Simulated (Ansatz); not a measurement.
# MgF (doublet): from Hartree-Fock to the top rungs, aug-cc-pVDZ

The task here is to estimate one member of a computed series from the others.

Method: aug-cc-pVDZ, core rule «outside noble gas», up to 6 orbitals frozen; program: Ansatz 0.2.0, Gaussian basis.

To be run: UHF; CCSD(T) on ROHF; CCSD(T) on UHF; BCCD(T) on ROHF; CISD; CCSDT(Q) on ROHF; CCSDT(Q) on UHF.

24 further runs of the same task are left out: 12 for a known fault of the program, 2 that didn't finish, 10 set aside as unsound or not needed.

### What is computed

The geometry is a PBE0/def2-TZVPD stationary point (not a proven minimum) of the parent state, kept for this charge and spin.

2 atoms, charge 0, spin multiplicity 2.

Atoms are counted from 1 here; the program's logs count them from 0.

Bond lengths: F1–Mg2 1.804 Å.

Set-up of the first run:

in.yaml reads:

```yaml
crystal:
  periodic: [false, false, false]
  atoms:
    - {symbol: F, position_ang: [0.000000, 0.000000, 0.000000]}
    - {symbol: Mg, position_ang: [0.000000, 0.000000, 1.804000]}
basis:
  gaussian: {orbitals: aug-cc-pVDZ}
magnetization: {spin_polarized: true, initial_magnetization: 1}
hamiltonian: {xc: hf}
output: {orbitals: {seedname: orbitals}}
```

Command:

```
$ ansatz run in.yaml --threads 1 --pin off --events-out ev --progress --plain --max-ram 2393MiB
```

Steps of the session up to this table: UHF; CCSD(T) on ROHF; CCSD(T) on UHF; BCCD(T) on ROHF; CISD; CCSDT(Q) on ROHF; CCSDT(Q) on UHF.

One table of the session follows, with a row left open; its other results are not shown here.

It belongs to the step «Misses and costs». 

| method | from UCCSDT(Q) (kcal/mol) |
| --- | --- |
| ROHF | +148.99 |
| UHF | +148.92 |
| RMP2 | +4.03 |
| UMP2 | +3.98 |
| CISD | ? |
| RCCSD | +3.88 |
| UCCSD | +3.87 |
| RCCSD(T) | +0.48 |
| UCCSD(T) | +0.46 |
| BCCD(T) | +0.35 |
| RCCSDT | +0.27 |
| UCCSDT | +0.25 |
| RCCSDT(Q) | +0.10 |
| UCCSDT(Q) | 0 |

Estimate the missing values for CISD.

**Answer.** from UCCSDT(Q) (kcal/mol): +9.48. In the column «from UCCSDT(Q) (kcal/mol)» it lies between RMP2 (+4.03) and UHF (+148.92).

To keep in mind: Restricted and unrestricted rows rest on different reference determinants; where their highest levels disagree by more than a few hundredths of an eV, they describe different states and don't form one ladder.
